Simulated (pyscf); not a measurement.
A first-order saddle from PySCF, ωB97X-D3(BJ)/def2-SVP:

```xyz
6

Cl    -0.4959     1.9600    -1.0106
Si     0.3386     0.2003    -0.0459
Cl     1.0567     1.1746     1.6017
Cl    -1.7659    -0.3682    -0.3235
Cl     1.7072    -0.2481    -1.4933
Cl     0.2649    -1.7718     0.8645
```
Charge 0, spin multiplicity 2.

Surface: doublet, charge 0. Lowest wavenumbers (cm⁻¹): 457i, 13, 116, 194, 215.

**Question.** Name the species on either side of this saddle.

**Answer.** Cl–Si(Cl)(Cl)–Cl + Cl• ⇌ Cl• + Cl–Si(Cl)(Cl)–Cl, a substitution at Si read from left to right: Cl–Si broken and Cl–Si formed. At ωB97M-D3(BJ)/def2-TZVP it lies +22.6 kcal/mol from the left side and +22.6 kcal/mol from the right (each side as separated species at their lowest minima found). This is the saddle that the search found; another between the same sides may lie lower. The angle at the attacked Si is 155°. Left out: the spin-orbit lowering of Cl.
